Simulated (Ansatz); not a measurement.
**C3H8FN: up Jacob's ladder to CCSD(T)**

Aim: compute C3H8FN with functionals from several rungs and with coupled cluster. The yardstick is the atomisation energy at the CCSD(T) limit.

The runs use Ansatz 0.2.0, Gaussian basis; functionals in def2-TZVPP, the program's frozen cores in correlated methods.

The runs, in order: LDA (SPW92), PBE-D4, revPBE-D4, BLYP-D4, r2SCAN-D4, B97M-V, PBE0-D4, B3LYP-D4, r2SCANh-D4, r2SCAN0-D4, HSE06-D4, BHLYP-D4, CAM-B3LYP-D4, LC-ωPBE, ωB97X-V, ωB97M-V, B2PLYP, PBE-QIDH; CCSD(T)/def2-SVP; CCSD(T)/def2-TZVPP; MP2/def2-QZVPP; extrapolation to the limit; RPA on PBE.

## (1) Structure used throughout

An earlier PBE0-D4 in a triple-zeta def2 set relaxation fixed the geometry.

13 atoms, charge 0, spin multiplicity 1.

Atoms are counted from 1 here; the program's logs count them from 0.

Bond lengths: N1–C2 1.453 Å, N1–H6 1.013 Å, N1–H7 1.012 Å, C2–C3 1.518 Å, C2–H8 1.103 Å, C2–H9 1.095 Å, C3–C4 1.507 Å, C3–H10 1.096 Å, C3–H11 1.093 Å, C4–F5 1.384 Å, C4–H12 1.095 Å, C4–H13 1.095 Å. Angles: C2–N1–H6 110.3°, C2–N1–H7 110.8°, H6–N1–H7 106.9°, N1–C2–C3 110.3°, N1–C2–H8 113.7°, N1–C2–H9 107.8°, C3–C2–H8 109.1°, C3–C2–H9 109.3°, H8–C2–H9 106.5°, C2–C3–C4 112.0°, C2–C3–H10 109.8°, C2–C3–H11 109.3°, C4–C3–H10 108.7°, C4–C3–H11 109.8°, H10–C3–H11 107.2°, C3–C4–F5 110.3°, C3–C4–H12 111.5°, C3–C4–H13 111.3° and more.

## (2) LDA

This LDA is Slater exchange with PW92 correlation.

File in.yaml:

```yaml
crystal:
  periodic: [false, false, false]
  atoms:
    - {symbol: N, position_ang: [-0.793702, 1.408049, 1.271347]}
    - {symbol: C, position_ang: [-0.325432, 0.827974, 0.023731]}
    - {symbol: C, position_ang: [0.106094, -0.610803, 0.241157]}
    - {symbol: C, position_ang: [0.546338, -1.268609, -1.041055]}
    - {symbol: F, position_ang: [0.962153, -2.566074, -0.796766]}
    - {symbol: H, position_ang: [-0.040185, 1.444816, 1.947420]}
    - {symbol: H, position_ang: [-1.107977, 2.359323, 1.129097]}
    - {symbol: H, position_ang: [0.502959, 1.387180, -0.442056]}
    - {symbol: H, position_ang: [-1.156524, 0.852631, -0.689496]}
    - {symbol: H, position_ang: [0.935874, -0.645212, 0.956226]}
    - {symbol: H, position_ang: [-0.722009, -1.173582, 0.679815]}
    - {symbol: H, position_ang: [1.386094, -0.734652, -1.498626]}
    - {symbol: H, position_ang: [-0.273382, -1.315840, -1.765893]}
basis:
  gaussian: {orbitals: def2-TZVPP}
hamiltonian: {xc: lda}
output: {orbitals: {seedname: orbitals}}
```

The run is started by

```sh
$ ansatz run in.yaml --threads 4 --pin off --events-out ev --progress --plain --max-ram 10444MiB
```

After this run come: PBE-D4 (GGA); revPBE-D4 (GGA); BLYP-D4 (GGA); r2SCAN-D4 (meta-GGA); B97M-V (meta-GGA); PBE0-D4 (hybrid); B3LYP-D4 (hybrid); r2SCANh-D4 (hybrid); r2SCAN0-D4 (hybrid); HSE06-D4 (hybrid); BHLYP-D4 (hybrid); CAM-B3LYP-D4 (range-separated); LC-ωPBE (range-separated); ωB97X-V (range-separated); ωB97M-V (range-separated); B2PLYP (double hybrid); PBE-QIDH (double hybrid); CCSD(T) in def2-SVP; CCSD(T) in def2-TZVPP; MP2 in def2-QZVPP; RPA on PBE orbitals.

Before running them: what should the planned runs give, taken together? Wanted: atomisation energy, CCSD(T)/CBS; farthest beyond LDA; mean size of error, GGA; mean size of error, meta-GGA; mean size of error, hybrid; mean size of error, range-separated; mean size of error, double hybrid; gap, smallest and largest; T1 diagnostic.

As calculated:

| quantity | value |
| --- | --- |
| atomisation energy, CCSD(T)/CBS | 51.173 eV |
| functionals within 0.256 eV (0.5 %) | revPBE-D4, BLYP-D4, r2SCAN-D4, B97M-V, PBE0-D4, B3LYP-D4, LC-ωPBE, ωB97X-V, ωB97M-V |
| farthest beyond LDA | BHLYP-D4 (-1.435 eV) |
| mean size of error, GGA | 0.433 eV |
| mean size of error, meta-GGA | 0.048 eV |
| mean size of error, hybrid | 0.521 eV |
| mean size of error, range-separated | 0.177 eV |
| mean size of error, double hybrid | 0.374 eV |
| gap, smallest and largest | 5.58 eV (BLYP-D4), 12.95 eV (LC-ωPBE) |
| T1 diagnostic | 0.0094 |
| triples share of the correlation energy | 3.4 % |

In words: LDA overbinds by 7.634 eV (15 %). PBE-D4 misses by +1.183 eV. Double hybrids carry the basis error of their MP2 part in triple zeta, and no dispersion term here, so their miss is partly the set-up's. The rungs meta-GGA, range-separated miss on average by less than the doubt on the reference (0.256 eV), so they tie. The reference freezes the cores and leaves out relativity and excitations past (T), so misses under about 0.256 eV can't be ranked. Hartree-Fock recovers 72 % of the binding; the rest is correlation. CCSD(T) in def2-SVP is off by -2.470 eV, worse than the median functional, from the basis alone. Orbital gaps span 5.6 to 13.0 eV; exact exchange widens them.
